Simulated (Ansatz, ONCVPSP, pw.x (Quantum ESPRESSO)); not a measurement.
# What a changed setting does to a pw.x run (bcc Mo)

Potential: optimised norm-conserving Vanderbilt (ONCV), ONCVPSP 4.0.1, LDA (Perdew-Wang 92); core [Ar] 3d10, reference 4s2 4p6 4d6; waves: 4s: rc 1.85 bohr, ncon 4, nbas 9, qcut 5.2 1/bohr, 2 projectors, debl 3.9 Ha; 4p: rc 1.85 bohr, ncon 4, nbas 8, qcut 8.1 1/bohr, 2 projectors, debl 2.6 Ha; 4d: rc 2.15 bohr, ncon 4, nbas 8, qcut 6.5 1/bohr, 1 projector; local part: polynomial inside 1.70 bohr (lpopt 5, dvloc0 3 Ha); core correction: Teter function, fcfact 5, rcfact 1.4.

The reference run (k-mesh 15³, cutoffs 50/200 Ry, Fermi–Dirac 0.01 Ry, mixing_beta 0.4, conv_thr 1e-9, no spin) gives 2.94 GPa at 15.067 Å³/atom, where all-electron LAPW gives 0.24 GPa. This run, with its own iteration cap, changes smearing to gauss.

```
&control
  calculation='scf', prefix='x', pseudo_dir='./', outdir='./tmp', tstress=.true., disk_io='none'
/
&system
  ibrav=0, nat=1, ntyp=1, ecutwfc=50, ecutrho=200, nbnd=15,
  occupations='smearing', smearing='gauss', degauss=0.01
/
&electrons
  conv_thr=1e-09, mixing_beta=0.4, electron_maxstep=60
/
ATOMIC_SPECIES
Mo 1.0 Mo.UPF
CELL_PARAMETERS angstrom
  -1.55592598 1.55592598 1.55592598
  1.55592598 -1.55592598 1.55592598
  1.55592598 1.55592598 -1.55592598
ATOMIC_POSITIONS crystal
Mo 0.0000 0.0000 0.0000
K_POINTS automatic
15 15 15 0 0 0
```

```bash
pw.x < Mo.scf.in > Mo.scf.out
```

Q: How does the run end?

A: It converges in 8 iterations; the free energy moves by +17.7 meV/atom and the pressure by +0.05 GPa. Gaussian smearing of the same width is narrower in effect than Fermi–Dirac, so its quadratic term in F is smaller.

```
Message from routine setup:
     using ibrav=0 with symmetry is DISCOURAGED, use correct ibrav instead
     lattice parameter (alat)  =       5.0927  a.u.
     unit-cell volume          =     101.6772 (a.u.)^3
     number of electrons       =        14.00
     number of Kohn-Sham states=           15
     kinetic-energy cutoff     =      50.0000  Ry
     charge density cutoff     =     200.0000  Ry
     scf convergence threshold =      1.0E-09
     Exchange-correlation= SLA  PW   NOGX NOGC
     number of k points=   120  Gaussian smearing, width (Ry)=  0.0100
     iteration #  1     ecut=    50.00 Ry     beta= 0.40
     total energy              =    -146.77014673 Ry
     estimated scf accuracy    <       0.19065695 Ry
     iteration #  2     ecut=    50.00 Ry     beta= 0.40
     total energy              =    -146.77633992 Ry
     estimated scf accuracy    <       0.02198396 Ry
     iteration #  3     ecut=    50.00 Ry     beta= 0.40
     total energy              =    -146.77830577 Ry
     estimated scf accuracy    <       0.00144492 Ry
     [... 2 iterations left out ...]
     iteration #  6     ecut=    50.00 Ry     beta= 0.40
     total energy              =    -146.77842701 Ry
     estimated scf accuracy    <       0.00000001 Ry
     iteration #  7     ecut=    50.00 Ry     beta= 0.40
     total energy              =    -146.77842700 Ry
     estimated scf accuracy    <          9.0E-09 Ry
     iteration #  8     ecut=    50.00 Ry     beta= 0.40
     the Fermi energy is    21.8715 ev
!    total energy              =    -146.77842700 Ry
     estimated scf accuracy    <          1.0E-10 Ry
     smearing contrib. (-TS)   =      -0.00049471 Ry
     The total energy is F=E-TS. E is the sum of the following terms:
     one-electron contribution =     -16.42450853 Ry
     hartree contribution      =      17.85438035 Ry
     xc contribution           =     -26.91132574 Ry
     ewald contribution        =    -121.29647837 Ry
     convergence has been achieved in   8 iterations
          total   stress  (Ry/bohr**3)                   (kbar)     P=       29.89
     Message from routine punch:
     Nothing written, as per user request (disk_io='none')
```

The run took about 13 s on one core of a shared host (Intel(R) Xeon(R) Platinum 8259CL CPU @ 2.50GHz, 96 threads, 755 GiB, load 37).
